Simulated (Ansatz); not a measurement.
The reference is Pt in the fcc (Cu type) structure (space group Fm-3m, No. 225).

```
CELL_PARAMETERS angstrom
      0.00000     1.97013     1.97013
      1.97013     0.00000     1.97013
      1.97013     1.97013     0.00000
ATOMIC_POSITIONS crystal
  Pt 0.00000 0.00000 0.00000
```

Calculations: r2SCAN (Ansatz, a first-principles code, PAW, no spin-orbit coupling).

The change: Pd takes the place of Pt on all its sites; the structure is relaxed again.

Measured lattice parameter a: Pt 3.913 Å (static lattice; corrected from measurement; as listed in Daniel Mejia-Rodriguez, S. B. Trickey, Phys. Rev. B (2018)); Pd 3.876 Å (static lattice; corrected from measurement; as listed in Daniel Mejia-Rodriguez, S. B. Trickey, Phys. Rev. B (2018)).

Task: How well does r2SCAN reproduce the measured shift?

Result: With r2SCAN the lattice parameter a moves by -0.032 Å (3.940 → 3.908) against -0.037 Å measured.

No phonon test of stability was made. The final runs are not spin-polarised. Pd has a high density of states at the Fermi level and may be magnetic at this level.
